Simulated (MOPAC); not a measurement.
MOPAC input (PM6):

```
PM6 1SCF CHARGE=-1 GEO-OK AUX(PRECISION=9) THREADS=1
HS

S    -0.00000000 1   -0.00000000 1   -0.07935692 1
H     0.00000000 1    0.00000000 1    1.26971067 1
```

**Question.** What heat of formation does the run end on, and which ionisation energy by Koopmans theorem?

**Answer.** -27.87 kcal/mol; 2.67 eV.
